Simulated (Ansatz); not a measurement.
# AlHO (singlet): wave-function methods side by side at scale of all distances = 1.482, 6-31G

An exercise on one series of results from a longer session: the logs are not shown, and one member is left open.

The runs use Ansatz 0.2.0, Gaussian basis; 6-31G, core rule «outside noble gas», up to 6 orbitals frozen.

To be run: UHF; CCSD(T) on RHF; CCSD(T) on UHF; BCCD(T) on RHF; CISD; CCSDT(Q) on RHF; CCSDT(Q) on UHF; CISDTQ; CCSDTQ on RHF; CASSCF and MRCISD+Q, 2 electrons in 2 orbitals; CASSCF and NEVPT2, 2 electrons in 2 orbitals; Full CI.

27 further runs of the same task are left out: 18 for a known fault of the program, 5 that didn't finish, 4 set aside as unsound or not needed.

## The system

The geometry derives from a PBE0/def2-TZVP stationary point (not a proven minimum). All distances are scaled together.

3 atoms, charge 0, spin multiplicity 1.

Atoms are counted from 1 here; the program's logs count them from 0.

No contacts short enough for the rule that draws bonds.

The first run:

in.yaml reads:

```yaml
crystal:
  periodic: [false, false, false]
  atoms:
    - {symbol: Al, position_ang: [0.000000, 0.000000, 2.123694]}
    - {symbol: O, position_ang: [0.000000, 0.000000, -0.357870]}
    - {symbol: H, position_ang: [0.000000, 0.000000, -1.765824]}
basis:
  gaussian: {orbitals: 6-31G}
magnetization: {spin_polarized: true, initial_magnetization: 0}
hamiltonian: {xc: hf}
output: {orbitals: {seedname: orbitals}}
```

Run with:

```
$ ansatz run in.yaml --threads 1 --pin off --events-out ev --progress --plain --max-ram 2393MiB
```

Steps of the session up to this table: UHF; CCSD(T) on RHF; CCSD(T) on UHF; BCCD(T) on RHF; CISD; CCSDT(Q) on RHF; CCSDT(Q) on UHF; CISDTQ; CCSDTQ on RHF; CASSCF and MRCISD+Q, 2 electrons in 2 orbitals; CASSCF and NEVPT2, 2 electrons in 2 orbitals; Full CI.

One of the session's tables, all rows but one given; the rest of the session is left out.

| method | from FCI (kJ/mol) |
| --- | --- |
| RHF | ? |
| UHF | +542.5 |
| RMP2 | +79.8 |
| CISD | +76.8 |
| RCCSD | +26.3 |
| RCCSD(T) | +4.6 |
| BCCD(T) | +4.1 |
| RCCSDT | +4.0 |
| CISDTQ | +6.3 |
| RCCSDT(Q) | -7.5 |
| RCCSDTQ | -0.3 |
| CASSCF pair | +430.1 |
| NEVPT2 pair | +64.8 |
| MRCISD pair | +52.5 |
| MRCISD+Q pair | +10.7 |
| FCI | 0 |

Estimate the missing values for RHF.

As computed: from FCI (kJ/mol): +547.5. In the column «from FCI (kJ/mol)» it is the highest.

Among the levels timed on like hardware and quicker than the yardstick, those that no quicker one beats, quickest first: RCCSD(T) (0.42 s, +4.6 kJ/mol); BCCD(T) (0.45 s, +4.1 kJ/mol); RCCSDTQ (21 s, -0.3 kJ/mol).

Not comparable, so not listed: CCSD(T) on UHF; CCSDT(Q) on UHF (they don't share determinant, frozen orbitals or solution with the rows shown, or repeat one).

Caveats from the session: The yardstick is full CI for this spin, exact in this basis with these frozen cores. RCCSDT(Q), RCCSDTQ fall below full CI, which methods that aren't variational can do. Of the multireference levels listed MRCISD+Q pair comes nearest in total energy (+10.7 kJ/mol), which doesn't show that its space is the better one.
